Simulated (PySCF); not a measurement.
Molecule: SMILES CCCCF, C4H9F.

Geometry (Å), atoms numbered from 1 in this order:
```xyz
14

C    -1.9501   -0.0526   -0.0949
C    -0.5512   -0.2135    0.4769
C     0.5481    0.1553   -0.5098
C     1.9379    0.0496    0.0705
F     2.0758    0.8996    1.1443
H    -2.0977   -0.6881   -0.9832
H    -2.1378    0.9888   -0.4022
H    -2.7217   -0.3253    0.6406
H    -0.4357    0.4125    1.3765
H    -0.4013   -1.2555    0.8121
H     0.4964   -0.4937   -1.4021
H     0.3953    1.1879   -0.8699
H     2.7025    0.3148   -0.6799
H     2.1419   -0.9783    0.4210
```

Geometry PBE0-D3(BJ)/def2-SVP throughout; GIAO in PySCF 2.14, gas phase, one conformer, non-relativistic; equivalent atoms averaged; functional PBE0.

Problem. How do the shifts δ (against TMS, CFCl3 at the same level) depend on the basis set? (ppm; last column core-seconds on shared hosts with different chips, so compare them loosely)

Solution. 
```
    basis set  functions    C4    C3    C2    C1      F5  H13/H14  H9/H10  H11/H12  H6/H7/H8  core-s
     pcSseg-0         63  87.1  35.9  20.7  17.6  -267.2     4.60    1.45     1.39      1.13     7.7
       6-31G*         88  78.9  33.3  20.8  15.7  -228.0     4.41    1.60     1.45      1.00      11
      cc-pVDZ        115  80.2  36.7  23.3  16.6  -223.8     4.26    1.38     1.29      0.91      16
     def2-SVP        115  79.5  33.8  20.6  15.3  -217.0     4.17    1.30     1.22      0.86      15
     pcSseg-1        130  84.3  36.4  22.2  16.3  -243.3     4.44    1.39     1.31      1.02     9.4
6-311+G(2d,p)        189  82.9  36.4  22.1  15.3  -243.6     4.37    1.49     1.44      0.94      32
  aug-cc-pVDZ        196  80.2  36.5  22.9  15.5  -228.2     4.47    1.55     1.52      1.02      33
    def2-TZVP        209  84.8  37.1  23.1  16.1  -241.0     4.35    1.49     1.46      0.95      37
     IGLO-III        265  86.2  38.0  23.3  16.2  -244.5     4.39    1.51     1.47      0.95      52
      cc-pVTZ        276  84.0  36.7  22.8  15.9  -237.6     4.33    1.48     1.43      0.95      56
     pcSseg-2        306  87.1  38.3  23.6  16.6  -242.7     4.36    1.50     1.45      0.97      72
```

Problem. Which nucleus moves most, in ppm?

Solution. F5 (fluorine on an sp3 carbon): from -267.2 ppm with pcSseg-0 to -217.0 ppm with def2-SVP. The smallest spread is 0.27 ppm, at H6/H7/H8. Proton shifts span only some 12 ppm, so a few tenths of a ppm matter as much there as several ppm in carbon.

Problem. Taking the largest basis, pcSseg-2 (306 functions), as the yardstick, rank the others by their worst heavy-atom deviation.

Solution. IGLO-III 1.8 ppm (265 functions), def2-TZVP 2.3 ppm (209 functions), pcSseg-1 2.8 ppm (130 functions), 6-311+G(2d,p) 4.2 ppm (189 functions), cc-pVTZ 5.1 ppm (276 functions), aug-cc-pVDZ 14.5 ppm (196 functions), 6-31G* 14.7 ppm (88 functions), cc-pVDZ 18.9 ppm (115 functions), pcSseg-0 24.5 ppm (63 functions), def2-SVP 25.7 ppm (115 functions).

A small basis that lands close on one nucleus may do so by chance; judge by the trend and by all nuclei.
